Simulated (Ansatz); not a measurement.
# BSiNH (quartet): from Hartree-Fock to the top rungs, def2-QZVPP

The task here is to estimate one member of a computed series from the others.

The runs use Ansatz 0.2.0, Gaussian basis; def2-QZVPP, core rule «outside noble gas», up to 7 orbitals frozen.

The runs, in order: UHF; ROHF; CCSD(T) on UHF.

### The geometry

The geometry is a PBE0/def2-TZVP stationary point (not a proven minimum).

4 atoms, charge 0, spin multiplicity 4.

Atoms are counted from 1 here; the program's logs count them from 0.

Bond lengths: N1–B2 1.323 Å, B2–Si3 1.932 Å, Si3–H4 1.485 Å. Angles: N1–B2–Si3 176.5°, B2–Si3–H4 121.5°.

Set-up of the first run:

The input, in.yaml:

```yaml
crystal:
  periodic: [false, false, false]
  atoms:
    - {symbol: N, position_ang: [0.000000, 0.051693, 2.035342]}
    - {symbol: B, position_ang: [0.000000, 0.044493, 0.712376]}
    - {symbol: Si, position_ang: [0.000000, -0.083412, -1.214889]}
    - {symbol: H, position_ang: [0.000000, 1.128664, -2.072682]}
basis:
  gaussian: {orbitals: "def2-QZVPP.json"}
magnetization: {spin_polarized: true, initial_magnetization: 3}
hamiltonian: {xc: hf}
output: {orbitals: {seedname: orbitals}}
```

Command:

```console
> ansatz run in.yaml --threads 1 --pin off --events-out ev --progress --plain --max-ram 2393MiB
```

Among the steps run: UHF; ROHF; CCSD(T) on UHF.

One of the session's tables, all rows but one given; the rest of the session is left out.

| method | from UCCSD(T) (meV) |
| --- | --- |
| ROHF | +10759.9 |
| UHF | ? |
| UMP2 | +1566.6 |
| UCCSD | +501.7 |
| UCCSD(T) | 0 |

Q: Estimate the row for UHF from the others.

**Answer.** from UCCSD(T) (meV): +10497.1. In the column «from UCCSD(T) (meV)» it lies between UMP2 (+1566.6) and ROHF (+10759.9).
